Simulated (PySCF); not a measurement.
HN₂, charge +1. Atoms are numbered in the order given.

```xyz
3

N      0.0000     0.0000     0.6484
N      0.0000     0.0000    -0.4376
H      0.0000     0.0000    -1.4754
```
Charge +1, spin multiplicity 1.

The structure is a stationary point at B3LYP-D3(BJ)/def2-TZVPD. The isomer is the one that the SMILES or the coordinates give; other isomers of the formula were not compared.

Computed with B3LYP-D3(BJ)/def2-TZVPD run with PySCF.

No scaling factor is applied to the harmonic values.

Modes within 1.5 cm⁻¹ of each other (mostly degenerate sets) share a row, with their intensities summed.

Computed normal modes with their intensities:
| mode | ν (cm⁻¹) | IR (km/mol) | moving atoms (share of kinetic energy) |
|---|---|---|---|
| 1–2 | 719 | 261.4 | H 75 %, N 25 % |
| 3 | 2386 | 3.8 | N 84 %, H 16 % |
| 4 | 3368 | 665.7 | H 81 %, N 19 % |
